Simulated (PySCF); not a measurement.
**dimethylphosphine: calculation against experiment**

**Measured values to compare with.**

From NIST CCCBDB Release 22 (SRD 101), experimental dipoles, for the gas: dipole moment 1.23 D.

The results are set against them at the end.

Dimethylphosphine, C₂H₇P.
Numbering: `[CH3:1][PH:2][CH3:3]` (hydrogens: H4, H5, H6 on C1; H7 on P2; H8, H9, H10 on C3)

Structure used (PBE0-D3(BJ)/def2-SVP), in Å, numbered top down from 1:
```xyz
10
C2H7P angstrom
C      1.4423    0.2462   -0.1053
P      0.2723   -0.3984    1.1807
C     -1.3390    0.1679    0.4581
H      2.4450   -0.1716    0.0691
H      1.5175    1.3396   -0.0009
H      1.1318    0.0113   -1.1350
H      0.2127   -1.7447    0.7015
H     -2.1704   -0.2871    1.0167
H     -1.4490   -0.0790   -0.6088
H     -1.4185    1.2594    0.5772
```

The PySCF runs (gas phase, on this PBE0-D3(BJ)/def2-SVP geometry; no spin–orbit coupling):

```json
{"level": "PBE0-D3(BJ)/def2-SVP, grid level 1", "job": "geometry optimisation from a GFN2-xTB start shaken at random", "basis functions": "81", "wall time": "7.5 s"}
{"level": "PBE0/def2-SVPD", "job": "6 singlets by full TDDFT, polarisability, dynamic polarisability, density and orbital grids written", "basis functions": "120", "wall time": "8.6 s"}
{"level": "BHandHLYP/aug-pcX-1 (pcseg-1 on H, def2-SVPD on P)", "job": "K-edge TDA, 12 lines", "basis functions": "125", "wall time": "3.1 s"}
```

Hardware: Arm Neoverse V1, one thread, on a shared host.

Results beside the measurements:

**Dipole moment.** Measured: 1.23 D (NIST CCCBDB Release 22 (SRD 101), experimental dipoles).

```csv
level,computed (D),computed − measured (D),% (from the printed values)
PBE0-D3(BJ)/def2-SVP,1.30,+0.07,+6
PBE0/def2-SVPD,1.32,+0.09,+7
"BHandHLYP/aug-pcX-1 (pcseg-1 on H, def2-SVPD on P)",1.25,+0.02,+2
```

Closest is BHandHLYP/aug-pcX-1 (pcseg-1 on H, def2-SVPD on P) (+0.02 D), furthest PBE0/def2-SVPD (+0.09 D); one molecule doesn't rank methods. All 3 levels lie above the measurement. The computed dipoles belong to one fixed geometry; measured ones are averaged over vibrations unless marked μe. Magnitudes are compared, not signs.

The geometry is computed, not the measured one. Where a level misses, the cause wasn't examined.
